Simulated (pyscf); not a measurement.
Structures and frequencies: ωB97X-D3(BJ)/def2-SVP in PySCF.

Estimate by transition-state theory the rate constant of Cl–Sn(Cl)(Cl)–Cl (SMILES [Cl][Sn]([Cl])([Cl])[Cl]) + H₂ (SMILES [H][H]) → HCl (SMILES Cl) + Cl–SnH(Cl)–Cl (SMILES [Cl][SnH]([Cl])[Cl]) (singlet surface; Cl–Sn, H–H broken, Cl–H, H–Sn formed) at 900 K, with ωB97M-D3(BJ)/def2-TZVP energies (ideal gas, 1 atm, RRHO with modes under 100 cm⁻¹ raised to 100, one conformer, R ln 2 for rigid chiral ones; no tunnelling).

The electronic barrier is 47.0 kcal/mol and the thermal terms add +22.2, so ΔG‡ = 69.2 kcal/mol. With k_BT/h = 1.88e+13 s⁻¹ and RT = 1.788 kcal/mol, and a volume of 1.23e-19 cm³ per molecule at 1 atm, k = 3.7e-23 cm³ molecule⁻¹ s⁻¹. Wigner's tunnelling factor for 1330i cm⁻¹ would be 1.19. A shift of 1 kcal/mol in the barrier changes k by a factor 1.7. On the product side the descent ends in a complex, 4.3 kcal/mol under the separated species and 35.5 kcal/mol under the saddle at ωB97X-D3(BJ)/def2-TZVP. One saddle was located; it need not be the lowest between these sides. Elements past Kr carry the def2 core potentials, without spin-orbit coupling.
